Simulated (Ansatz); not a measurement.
The first iterations of a band of CH5B + H2 (9 atoms, charge 0, multiplicity 1).

These are results of Ansatz 0.2.0, RKS revPBE/def2-TZVP, not measurements.

```json
{
  "movable images": "5",
  "climbing image": "yes",
  "spring": "5.0 eV/Å²",
  "optimiser": "quadratic models (default)",
  "start path": "through a guess of the saddle point",
  "force threshold": "0.03 eV/Å",
  "iteration limit": "60",
  "end points": "relaxed"
}
```

First end point:

```xyz
9
Properties=species:S:1:pos:R:3
B 0.067 0.480 0.428
C 0.071 0.548 1.987
H -0.878 0.275 2.472
H 0.912 0.036 2.478
H 0.215 1.631 2.204
H 1.095 0.348 -0.190
H -0.955 0.626 -0.196
H -0.432 -3.207 -0.186
H -0.444 -3.310 0.556
```

Last end point:

```xyz
9
Properties=species:S:1:pos:R:3
B -0.071 -0.458 -1.190
C -0.014 -0.148 2.863
H -0.932 0.085 3.417
H 0.829 -0.221 3.562
H 0.185 0.651 2.136
H 1.027 0.028 -1.240
H -1.042 0.248 -1.204
H -0.197 -1.651 -1.129
H -0.136 -1.105 2.339
```

| iteration | highest image above the first end (eV) | largest band force component (eV/Å) |
| --- | --- | --- |
| 1 | 2.819 | 8.188 |
| 2 | 1.361 | 2.771 |
| 3 | 0.920 | 1.744 |
| 4 | 0.623 | 0.520 |

Task: Does the band converge within its limit, and where does its top end?

Result: The forces met the threshold. It ended after 13 iterations with the highest image 0.499 eV above the first end. A vibrational analysis at the climbing image gives one clearly imaginary mode, 972i cm⁻¹: a first-order saddle point. The orbitals stay closed-shell, which can raise the energy where a bond breaks towards radicals; this wasn't checked here.

Time of the run: 62 s on 2 threads of Arm Neoverse V2 (shared host), peak memory 0.14 GiB.
